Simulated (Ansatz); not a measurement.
How far each method lies from RCCSDT(Q) for HC–CH, singlet

Geometry: a PBE0/def2-TZVP stationary point for this spin, not checked as a minimum.

```xyz
4

C     0.0000    0.0000    0.5985
C     0.0000    0.0000   -0.5985
H     0.0000    0.0000    1.6632
H     0.0000    0.0000   -1.6632
```

Basis cc-pVTZ; Ansatz 0.2.0. Correlated methods freeze the noble-gas cores, which leaves 10 electrons in 86 orbitals. Prefix R: restricted or restricted open-shell reference. Active spaces: valence = (10e, 10o) chosen from the atoms' valence shells.

Full CI isn't at hand for all of this; RCCSDT(Q) serves as the reference, and is uncertain by the last step of the cluster series or more.

* UHF ⟨S²⟩: 0.000
* T1 diagnostic (RCCSD): 0.0129
* largest doubles amplitude (RCCSD): 0.083

```tsv
level	E − E(RCCSDT(Q)) (kcal/mol)	share of correlation (%)	wall time
RHF	212.56	0.00	–
RMP2	18.68	91.21	–
RCCSD	10.96	94.84	–
RCCSD(T)	0.77	99.64	1 s
BCCD(T)	0.75	99.65	1.5 s
RCCSDT	0.73	99.66	–
CASSCF (valence space)	120.36	43.38	–
NEVPT2 (valence space)	23.35	89.01	7 s (H100)
MRCISD (valence space)	7.54	96.45	–
MRCISD+Q (valence space)	1.32	99.38	8 s (H100)
```

The correlation energy at RCCSDT(Q), counted from RHF, is -9.218 eV. That run took 10 s on 2 threads of AMD EPYC 7R13 with a shared H100 80 GB, shared host.

Times hold each run's SCF and search for its determinant on a shared host, so for small cases they say little of a method's own cost; rows without a card ran on 1 thread of AMD EPYC 7R13.

Natural occupations of CASSCF (valence space) about the gap: 1.983 1.980 1.978 1.938 1.938 0.062 0.062 0.027 0.020 0.012; effectively unpaired electrons, Σ n²(2−n)², 0.07.

Atomization energy (electronic, same basis, no zero-point term; atoms at the same level, unrestricted beside the R rows where the molecule is a closed shell, with restricted open-shell steps beyond CCSDT(Q)) at RCCSDT(Q): 1644.7 kJ/mol. Errors of other levels:

```csv
level,error (kJ/mol)
RHF,-418.4
RMP2,41.4
RCCSD,-32.6
RCCSD(T),-0.6
BCCD(T),-0.2
RCCSDT,-2.9
CASSCF (valence space),-107.2
NEVPT2 (valence space),-15.7
MRCISD (valence space),-21.0
MRCISD+Q (valence space),-8.8
```

This basis is far from its limit, so the value isn't to be set against a measured one. Truncated CI isn't size-consistent, which counts against it in atomization.
